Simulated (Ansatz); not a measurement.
# SiH2O (oxosilane) at PBE/def2-TZVPP

Aim: the energy change on altering one bond length of SiH2O (oxosilane) at PBE/def2-TZVPP, from 2 runs. 

The calculation is run with Ansatz 0.2.0.

50 further runs of the same task are left out: 50 set aside as unsound or not needed.

**1. The structure to begin with**

The species is SiH2O (4 atoms), meant as a singlet with charge 0. As SMILES, `O=[SiH2]`. Geometry: relaxed at PBE0-D4/def2-TZVP.

Bond lengths: O1–Si2 1.516 Å, Si2–H3 1.485 Å, Si2–H4 1.486 Å. Angles: O1–Si2–H3 124.0°, O1–Si2–H4 124.0°, H3–Si2–H4 111.9°.

**2. A single-point energy at PBE/def2-TZVPP**

Input file input.yaml:

```yaml
crystal:
  periodic: [false, false, false]
  atoms:
    - {symbol: O, position_ang: [-0.283200, 0.413500, 1.469500]}
    - {symbol: Si, position_ang: [-0.006700, 0.009800, 0.034900]}
    - {symbol: H, position_ang: [0.439900, -1.346000, -0.376200]}
    - {symbol: H, position_ang: [-0.150000, 0.922700, -1.128300]}
basis:
  gaussian:
    orbitals: def2-TZVPP
hamiltonian:
  xc: {name: PBE}
accuracy: high
output:
  orbitals: {seedname: orbitals}
```

Run with:

```console
$ ansatz run input.yaml --threads 1 --pin off --max-ram 3480MiB --events-out events.jsonl --progress --plain --runs-dir runs
```

The program printed:

```text
Warning: RAYON_NUM_THREADS=1 ignored (pool sized by the plan → 1); use --threads N
Functional definition: PBE
  name "PBE"
  parameter kappa = 0.804
  parameter beta = 0.06672455060314922
  exchange = pbe_x(kappa = kappa, mu = beta*pi^2/3)
  correlation = pbe_c(beta = beta)
1618 factors; integrals over basis functions are off by at most 3.1e-9 eV
mean field evaluation 1: about -9942.1407 eV, gradient 7.3e1 eV
mean field evaluation 2: about -9798.7859 eV, gradient 2.0e2 eV
mean field evaluation 4: about -9951.4420 eV, gradient 9.2e0 eV
mean field evaluation 8: about -9951.6795 eV, gradient 4.0e-1 eV
mean field evaluation 16: about -9951.6798 eV, gradient 1.1e-5 eV
mean field -9951.67982519 eV, -365.7174880850 hartree, gradient 5.8e-8 eV, S^2 0.000000; 0 other end points of the search recorded, 0 dependent functions left out
reference -9951.67982837 eV, -365.7174882018 hartree; 12, 12 occupied and 89, 89 virtual orbitals, 1618 factors
Total energy: -9951.67982837 eV, -365.7174882018 hartree
```

Wall time 3.9 s (1 thread of Arm Neoverse V2, shared host); peak memory 0.2 GiB.

**3. The distorted shape**

Input file molecule.yaml:

```yaml
crystal:
  periodic: [false, false, false]
  atoms:
    - {symbol: O, position_ang: [-0.168565, -0.316790, 2.400022]}
    - {symbol: Si, position_ang: [0.107935, -0.720490, 0.965422]}
    - {symbol: H, position_ang: [0.554535, -2.076290, 0.554322]}
    - {symbol: H, position_ang: [-0.150000, 0.922700, -1.128300]}
basis:
  gaussian: {orbitals: def2-TZVPP}
hamiltonian: {xc: pbe}
accuracy: high
output: {orbitals: {seedname: orbitals}}
```

Run with:

```console
$ ansatz run molecule.yaml --threads 1 --pin off --max-ram 3480MiB --events-out events.jsonl --progress --plain --runs-dir runs
```

The program printed:

```text
Warning: RAYON_NUM_THREADS=1 ignored (pool sized by the plan → 1); use --threads N
Functional definition: PBE
  name "PBE"
  parameter kappa = 0.804
  parameter beta = 0.06672455060314922
  exchange = pbe_x(kappa = kappa, mu = beta*pi^2/3)
  correlation = pbe_c(beta = beta)
1544 factors; integrals over basis functions are off by at most 3.4e-9 eV
mean field evaluation 1: about -9938.7129 eV, gradient 7.4e1 eV
mean field evaluation 2: about -9763.6337 eV, gradient 2.0e2 eV
mean field evaluation 4: about -9943.7497 eV, gradient 2.8e1 eV
mean field evaluation 8: about -9948.7464 eV, gradient 4.1e0 eV
mean field evaluation 16: about -9948.8268 eV, gradient 3.7e-3 eV
mean field -9948.82679275 eV, -365.6126410764 hartree, gradient 2.0e-8 eV, S^2 0.000000; 0 other end points of the search recorded, 0 dependent functions left out
reference -9948.82679593 eV, -365.6126411935 hartree; 12, 12 occupied and 89, 89 virtual orbitals, 1544 factors
Total energy: -9948.82679593 eV, -365.6126411935 hartree
```

Wall time 3.6 s (1 thread of Arm Neoverse V2, shared host); peak memory 0.19 GiB.

**4. Summary of results**

At PBE/def2-TZVPP:

| quantity | value |
| --- | --- |
| first shape: total energy | -365.71749 Eh |
| first shape: HOMO energy | -6.78 eV |
| first shape: LUMO energy | -3.10 eV |
| first shape: HOMO–LUMO gap | 3.68 eV |
| distorted shape: total energy | -365.61264 Eh |
| distorted shape: HOMO energy | -6.65 eV |
| distorted shape: LUMO energy | -4.33 eV |
| distorted shape: HOMO–LUMO gap | 2.31 eV |
| energy change with the Si2–H4 bond stretched from 1.486 to 2.674 Å | 2.853 eV |

In words: One bond (distorted shape) is far stretched, which a spin-restricted single reference describes badly; a broken-symmetry solution may lie lower. With the Si2–H4 bond stretched from 1.486 to 2.674 Å the energy rises by 2.85 eV (66 kcal/mol). The first shape isn't relaxed at this level, so the change isn't measured from a minimum. A restricted reference can't describe the breaking bond well at this length.
